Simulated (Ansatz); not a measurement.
**Al2O (singlet): from Hartree-Fock to the top rungs, cc-pVTZ**

One table from this session's results is given with a row withheld; the runs are named, their logs left out.

Program: Ansatz 0.2.0, Gaussian basis. Level of theory: cc-pVTZ, core rule «outside noble gas», up to 11 orbitals frozen. These are calculated values, not measurements.

Plan: UHF; CCSD(T) on RHF; BCCD(T) on RHF; CCSDT(Q) on RHF; CASSCF and NEVPT2, 12 electrons in 12 orbitals.

3 further runs of the same task are left out: 2 for a known fault of the program, 1 set aside as unsound or not needed.

### The system

The geometry is a PBE0/def2-TZVP stationary point (not a proven minimum).

3 atoms, charge 0, spin multiplicity 1.

Atoms are counted from 1 here; the program's logs count them from 0.

Bond lengths: Al1–O2 1.705 Å, O2–Al3 1.705 Å. Angles: Al1–O2–Al3 180.0°.

The first run:

The input, in.yaml:

```yaml
crystal:
  periodic: [false, false, false]
  atoms:
    - {symbol: Al, position_ang: [0.000000, 0.000000, 1.704700]}
    - {symbol: O, position_ang: [0.000000, 0.000000, 0.000000]}
    - {symbol: Al, position_ang: [0.000000, 0.000000, -1.704700]}
basis:
  gaussian: {orbitals: cc-pVTZ}
magnetization: {spin_polarized: true, initial_magnetization: 0}
hamiltonian: {xc: hf}
output: {orbitals: {seedname: orbitals}}
```

Run with:

```sh
$ ansatz run in.yaml --threads 1 --pin off --events-out ev --progress --plain --max-ram 4096MiB --backend cpu
```

Among the steps run: UHF; CCSD(T) on RHF; BCCD(T) on RHF; CCSDT(Q) on RHF; CASSCF and NEVPT2, 12 electrons in 12 orbitals.

One of the session's tables, all rows but one given; the rest of the session is left out.

It belongs to the step «Misses and costs». 

| method | from RCCSDT(Q) (kcal/mol) |
| --- | --- |
| RHF | +236.91 |
| RMP2 | +20.41 |
| RCCSD | +10.04 |
| RCCSD(T) | +0.76 |
| BCCD(T) | ? |
| RCCSDT | +0.64 |
| RCCSDT(Q) | 0 |
| CASSCF valence | +140.80 |
| NEVPT2 valence | +34.85 |

**Question.** Estimate the row for BCCD(T).

The run gave: from RCCSDT(Q) (kcal/mol): +0.62. In the column «from RCCSDT(Q) (kcal/mol)» it lies between RCCSDT(Q) (0) and RCCSDT (+0.64).

With the free atoms at the same levels and basis (separate runs), the atomisation energy is 10.524 eV at RCCSDT(Q), 10.526 eV at RCCSD(T), 7.538 eV at RHF.
